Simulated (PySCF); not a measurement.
nitric oxide (NO), SMILES [N]=O, multiplicity 2. The structure is a stationary point at PBE-D3(BJ)/def2-TZVPD.

Computed equilibrium geometry at PBE-D3(BJ)/def2-TZVPD (PySCF confirms it by a frequency run) as Cartesian coordinates in Å, and its point group:
point group C∞v.
```xyz
2

N      0.0000     0.0000    -0.6174
O      0.0000     0.0000     0.5402
```
Charge 0, spin multiplicity 2.
